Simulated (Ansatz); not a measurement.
Compare A (`C=C=CCl`) with its isomer B (`ClC1C=C1`).

Calculated with Ansatz (gas phase, PBE0-D4/def2-TZVP geometries, no zero-point term in ΔE). CCSD(T)/CBS is the MP2 limit (def2-TZVPP, def2-QZVPP) plus CCSD(T) − MP2 in def2-TZVPP, frozen cores. DFT in def2-TZVPP.

(1) Which isomer does CCSD(T)/CBS put lower? Give the gap. (Estimate.)

(2) Give E(B) − E(A) in kcal/mol with B2PLYP, r2SCAN-D4, CCSD(T)/def2-SVP, CCSD(T)/def2-TZVPP, ωB97M-V, LDA (SPW92), PBE0-D4. (Estimate.)

(3) Does the order hold for the free energy at 298.15 K (harmonic terms from PBE0-D4)? (An estimate is asked.)

Largest T1 diagnostic: 0.012.

## Answers

(1) Computed: A, by 14.2 kcal/mol.

(2) The calculation gave: B2PLYP 16.1, r2SCAN-D4 14.8, CCSD(T)/def2-SVP 14.0, CCSD(T)/def2-TZVPP 15.2, ωB97M-V 13.8, LDA (SPW92) 12.7, PBE0-D4 12.8. None reverses the order clearly.

(3) Computed: Yes: G(B) − G(A) = +14.8 kcal/mol.

In def2-TZVPP, CCSD(T) changes the Hartree–Fock value by −1.0 kcal/mol (the triples alone add +0.2 kcal/mol) and MP2 by −4.4 kcal/mol. From r2SCAN to r2SCAN0 (25 % exact exchange), in def2-TZVPP and without D4, E(B) − E(A) moves by −1.9 kcal/mol.
